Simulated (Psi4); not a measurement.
What CF+ (SMILES [C+]F) costs in Psi4

CF+: 2 atoms, total charge +1, spin state singlet. As SMILES, `[C+]F`. The coordinates come from a PBE0-D4/def2-TZVP relaxation.

```xyz
2

C     0.4923   -0.1608    0.2532
F    -0.4923    0.1608   -0.2532
```

Program: Psi4 1.11. Hardware: 1 thread of Intel Xeon at 2.50GHz (Skylake/Cascade Lake), shared host, so times are rough. Two-electron integrals are exact unless an approximation is named.

(1) Estimate their order by wall time, quickest first.
A. gradient of doublet [CF]2+ at UB3LYP/6-31G* (Cartesian functions), grid 99 radial × 590 angular
B. gradient of doublet [CF]2+ at UHF/3-21G
C. gradient at TPSSh/aug-cc-pVTZ, grid 99 radial × 590 angular

## Answers

(1) B (3.9 s), A (12 s), C (39 s).
